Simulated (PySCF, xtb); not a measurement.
## Relative energy of two isomers of BH5OSi

Structure X is `BO[SiH3]`, a singlet and structure Y is `OB[SiH3]`, a singlet. Both are isolated molecules in the gas phase, relaxed with B3LYP-D4/def2-SVP; the shapes shown needn't be the lowest conformers.

X (Å):

```
atom    x (Å)    y (Å)    z (Å)
   B  -0.1582   0.4448  -0.9967
   O  -0.1057   1.0768   0.1933
  Si   0.7103   0.8015   1.6421
   H   0.4928  -0.5636  -1.1832
   H  -0.8663   0.9114  -1.8584
   H   1.5498   1.9948   1.9247
   H  -0.3072   0.6265   2.7111
   H   1.5604  -0.4175   1.5283
```

Y (Å):

```xyz
8

B     0.2615    0.2265   -0.3127
O     1.0604    0.7506   -1.2673
Si    0.3017    1.0168    1.5605
H     0.9773    0.3142   -2.1269
H    -0.4681   -0.7083   -0.5846
H     1.2442    2.1691    1.6947
H    -1.0668    1.4832    1.9523
H     0.7019   -0.0324    2.5522
```

Problem. Which of the two would you expect CCSD(T)/def2-SVP + ΔMP2/def2-TZVPP electronic energies to favour?

Solution. Structure X; the calculation gives E(Y) − E(X) = +24.4 kcal/mol.

Level by level:

```
                             level           geometry  E(Y) − E(X) (kcal/mol)  departure from the last row (kcal/mol)  job, with rough time for the two
                          GFN2-xTB           GFN2-xTB                     +49.9                                   +25.5               optimisation, 0.4 s
                         HF/STO-3G           GFN2-xTB                     +14.1                                   −10.3                 single point, 3 s
                r2SCAN-D4/def2-SVP           GFN2-xTB                     +16.3                                    −8.1                single point, 24 s
                 B3LYP-D4/def2-SVP  B3LYP-D4/def2-SVP                     +21.7                                    −2.8               optimisation, 5 min
                       HF/def2-SVP  B3LYP-D4/def2-SVP                     +26.8                                    +2.4           part of the CCSD(T) run
                      MP2/def2-SVP  B3LYP-D4/def2-SVP                     +23.5                                    −0.9           part of the CCSD(T) run
                  CCSD(T)/def2-SVP  B3LYP-D4/def2-SVP                     +21.5                                    −2.9                      single point
CCSD(T)/def2-SVP + ΔMP2/def2-TZVPP  B3LYP-D4/def2-SVP                     +24.4                                                        single point, 57 s
```

As drawn, Y has 1 B–Si, 1 O–H in place of 1 O–Si, 1 B–H.

The levels shown agree on the order. The largest departure from CCSD(T)/def2-SVP + ΔMP2/def2-TZVPP is that of GFN2-xTB, 25.5 kcal/mol. The last row adds to CCSD(T) the change of the MP2 difference between the two basis sets, here +2.9 kcal/mol.

With thermal terms from frequencies at re-optimised GFN2-xTB minima (ideal gas, soft modes damped towards free rotors, one conformer each, 298.15 K, 1 atm): on the last row, ΔE + ΔZPE = +25.4, ΔH = +25.2, ΔG = +25.3 kcal/mol.

The correlated steps freeze 7 core orbitals. Codes used: PySCF 2.14.0, xtb 6.7.1; the last row on 2 threads of Intel(R) Xeon(R) Processor @ 2.50GHz (Skylake/Cascade Lake) on a shared host.
